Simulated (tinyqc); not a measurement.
Worked calculation: Pariser-Parr-Pople SCF with singles CI, for the molecule C=CC(=O)C=C (SMILES; centres numbered as the heavy atoms are written). One step of it, computed by the program tinyqc.

Task: Iteration 1: orbitals and new P. Diagonalise F (the basis is taken as orthonormal) and form P = 2 sum c c over the lowest orbitals; 0.3 of the old P is kept.

F (eV), order 1C, 2C, 3C, 4O, 5C, 6C:
```
[[-5.595000, -5.832328, 0.000000, 0.961605, 0.162266, 0.000000],
 [-5.832328, -5.595000, -3.906662, 0.000000, 0.000000, 0.162266],
 [0.000000, -3.906662, -5.595000, -5.845902, -3.906662, 0.000000],
 [0.961605, 0.000000, -5.845902, -10.100000, 0.000000, 0.961605],
 [0.162266, 0.000000, -3.906662, 0.000000, -5.595000, -5.832328],
 [0.000000, 0.162266, 0.000000, 0.961605, -5.832328, -5.595000]]
```

pi electrons, sum of z_r less the charge = 6

P at the start, order 1C, 2C, 3C, 4O, 5C, 6C:
```
[[1.000000, 0.911580, 0.000000, -0.401501, -0.088420, 0.000000],
 [0.911580, 1.000000, 0.401501, 0.000000, 0.000000, -0.088420],
 [0.000000, 0.401501, 1.000000, 0.823161, 0.401501, 0.000000],
 [-0.401501, 0.000000, 0.823161, 1.000000, 0.000000, -0.401501],
 [-0.088420, 0.000000, 0.401501, 0.000000, 1.000000, 0.911580],
 [0.000000, -0.088420, 0.000000, -0.401501, 0.911580, 1.000000]]
```

Give: orbital energies; P after iteration 1.

Result:

orbital energies (eV): [-15.4838, -11.8223, -11.5896, -2.4081, 0.3996, 2.8292]

P after iteration 1, order 1C, 2C, 3C, 4O, 5C, 6C:
```
[[0.9446, 0.9199, 0.0929, -0.3539, -0.0801, -0.0554],
 [0.9199, 1.0043, 0.3824, -0.0256, 0.0043, -0.0801],
 [0.0929, 0.3824, 0.8353, 0.8023, 0.3824, 0.0929],
 [-0.3539, -0.0256, 0.8023, 1.2669, -0.0256, -0.3539],
 [-0.0801, 0.0043, 0.3824, -0.0256, 1.0043, 0.9199],
 [-0.0554, -0.0801, 0.0929, -0.3539, 0.9199, 0.9446]]
```
